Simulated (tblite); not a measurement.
Species: C₅H₈N (doublet state).
Atom-mapped SMILES: `[CH:1]#[C:2][CH2:3][CH2:4][CH:5][NH2:6]` (hydrogens: H7 on C1; H8, H9 on C3; H10, H11 on C4; H12 on C5; H13, H14 on N6)

Computed geometry: GFN2-xTB, gas phase. This method treats the open shell by occupation alone, without spin polarisation.

Task: List the bond lengths, angles and torsions at this level.

Result: 
```
          bond  length (Å)
         C1≡C2       1.198
         C2–C3       1.444
         C3–C4       1.557
         C4–C5       1.478
         C5–N6       1.399
         C1–H7       1.049
  C3–H8, C3–H9       1.093
C4–H10, C4–H11       1.093
        C5–H12       1.078
N6–H13, N6–H14       1.011
```

Bonds in one row agree within 0.01 Å and their mean is given. A selection of angles:
```
     angle  degrees
  C2–C1–H7    178.6
  C1–C2–C3    177.2
  C2–C3–C4    111.1
  C2–C3–H8    109.7
  C4–C3–H8    108.9
  H8–C3–H9    108.4
  C3–C4–C5    112.6
 C3–C4–H10    108.1
 C5–C4–H10    109.9
H10–C4–H11    108.2
  C4–C5–N6    118.3
 C4–C5–H12    119.4
 N6–C5–H12    114.7
 C5–N6–H13    114.3
H13–N6–H14    112.3
```

Torsions: C2–C3–C4–C5 178° (antiperiplanar); C3–C4–C5–N6 -76° (synclinal). The mirror-image conformer, all signs reversed, is as good.

N6 (nitrogen bonded to C and 2 H) is pyramidal (angles 114.3°, 113.4° and 112.3°, sum 340.0°, 0.29 Å off the plane of its three neighbours). Of the pairs four or more bonds apart, H11···H14 is among the closest relative to their van der Waals radii: 2.39 Å, 100 % of the sum of Bondi's values. The C–C distances run from 1.198 Å (C1≡C2, drawn triple) to 1.557 Å (C3–C4, drawn single), a spread of 0.359 Å. C5 (carbon bonded to C, N and H) has angles 119.4°, 118.3° and 114.7°, sum 352.5°, 0.21 Å off the plane of its three neighbours.

Point group: C1 (no symmetry element, even within 0.4 Å). Its GFN2-xTB frequencies are all real (lowest 63 cm⁻¹). Torsions: C2–C3–C4–C5 178°, C3–C4–C5–N6 -76°, C4–C5–N6–H -169° and -39°. 3 starts were optimised and ended at 0.00, 0.00 and 1.73 kcal/mol (GFN2-xTB); the lowest of these is shown.
